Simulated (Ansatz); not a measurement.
# C₂H₇ (doublet): from Hartree-Fock to the top rungs at distance C1–H5 along a hydrogen transfer = 1.361 Å, cc-pVDZ

How much of the correlation energy of C₂H₇ (doublet) does each wave-function method recover here?

Method: cc-pVDZ, core rule «outside noble gas», up to 2 orbitals frozen; program: Ansatz 0.2.0, Gaussian basis.

Plan: UHF; CCSD(T) on ROHF; CCSD(T) on UHF; BCCD(T) on ROHF; CISD; CCSDT(Q) on ROHF; CCSDT(Q) on UHF; CASSCF and MRCISD+Q, 3 electrons in 3 orbitals; CASSCF and NEVPT2, 3 electrons in 3 orbitals; CASSCF and MRCISD+Q, 9 electrons in 9 orbitals; CASSCF and NEVPT2, 9 electrons in 9 orbitals.

## (1) The system

The geometry derives from fragments relaxed apart (PBE0/def2-TZVP) and kept rigid, so it is no stationary point. A hydrogen atom is moved between rigid fragments.

9 atoms, charge 0, spin multiplicity 2.

Atoms are counted from 1 here; the program's logs count them from 0.

Bond lengths: C1–H2 1.090 Å, C1–H3 1.090 Å, C1–H4 1.090 Å, C1–H5 1.361 Å, C6–H7 1.080 Å, C6–H8 1.080 Å, C6–H9 1.080 Å. Angles: H2–C1–H3 109.5°, H2–C1–H4 109.5°, H2–C1–H5 109.5°, H3–C1–H4 109.5°, H3–C1–H5 109.5°, H4–C1–H5 109.5°, H7–C6–H8 120.0°, H7–C6–H9 120.0°, H8–C6–H9 120.0°.

## (2) UHF

in.yaml

```yaml
crystal:
  periodic: [false, false, false]
  atoms:
    - {symbol: C, position_ang: [-1.370168, 0.000000, 0.000000]}
    - {symbol: H, position_ang: [-1.733374, 1.027301, 0.000000]}
    - {symbol: H, position_ang: [-1.733374, -0.513650, 0.889668]}
    - {symbol: H, position_ang: [-1.733374, -0.513650, -0.889669]}
    - {symbol: H, position_ang: [-0.009168, 0.000000, 0.000000]}
    - {symbol: C, position_ang: [1.443832, 0.000000, 0.000000]}
    - {symbol: H, position_ang: [1.443832, -1.080023, 0.000000]}
    - {symbol: H, position_ang: [1.443832, 0.540011, 0.935327]}
    - {symbol: H, position_ang: [1.443832, 0.540011, -0.935327]}
basis:
  gaussian: {orbitals: cc-pVDZ}
magnetization: {spin_polarized: true, initial_magnetization: 1}
hamiltonian: {xc: hf}
output: {orbitals: {seedname: orbitals}}
```

The run is started by

```sh
$ ansatz run in.yaml --threads 1 --pin off --events-out ev --progress --plain --max-ram 2816MiB --backend cpu
```

The runs that follow: CCSD(T) on ROHF; CCSD(T) on UHF; BCCD(T) on ROHF; CISD; CCSDT(Q) on ROHF; CCSDT(Q) on UHF; CASSCF and MRCISD+Q, 3 electrons in 3 orbitals; CASSCF and NEVPT2, 3 electrons in 3 orbitals; CASSCF and MRCISD+Q, 9 electrons in 9 orbitals; CASSCF and NEVPT2, 9 electrons in 9 orbitals.

**Question.** What will the summary of the whole plan be? Wanted: UCCSDT(Q) below the RHF energy; RMP2 from UCCSDT(Q); UMP2 from UCCSDT(Q); RCCSD from UCCSDT(Q); RCCSD(T) from UCCSDT(Q); UCCSD(T) from UCCSDT(Q); RCCSDT(Q) from UCCSDT(Q); NEVPT2 pair from UCCSDT(Q); MRCISD+Q pair from UCCSDT(Q).

As calculated:

```
                         quantity                                                   value
   UCCSDT(Q) below the RHF energy                                             -10.0928 eV
              RMP2 from UCCSDT(Q)                                         +34.07 kcal/mol
              UMP2 from UCCSDT(Q)                                         +35.31 kcal/mol
             RCCSD from UCCSDT(Q)                                          +6.49 kcal/mol
          RCCSD(T) from UCCSDT(Q)                                          +0.87 kcal/mol
          UCCSD(T) from UCCSDT(Q)                                          +0.91 kcal/mol
         RCCSDT(Q) from UCCSDT(Q)                                          +0.01 kcal/mol
       NEVPT2 pair from UCCSDT(Q)                                         +32.88 kcal/mol
     MRCISD+Q pair from UCCSDT(Q)                                          +3.37 kcal/mol
 MRCISD+Q frontier from UCCSDT(Q)                                          +1.72 kcal/mol
levels within 1 kcal/mol (43 meV)  RCCSD(T), UCCSD(T), BCCD(T), RCCSDT, UCCSDT, RCCSDT(Q)
                    T1 diagnostic                                                   0.022
```

In words: RCCSD(T) lands +0.87 kcal/mol from the yardstick (0.4 % of the correlation energy). Of the multireference levels listed MRCISD+Q frontier comes nearest in total energy (+1.72 kcal/mol), which doesn't show that its space is the better one. These misses are within one basis, not against nature; the frozen cores of restricted and unrestricted runs differ, which can shift their rows.
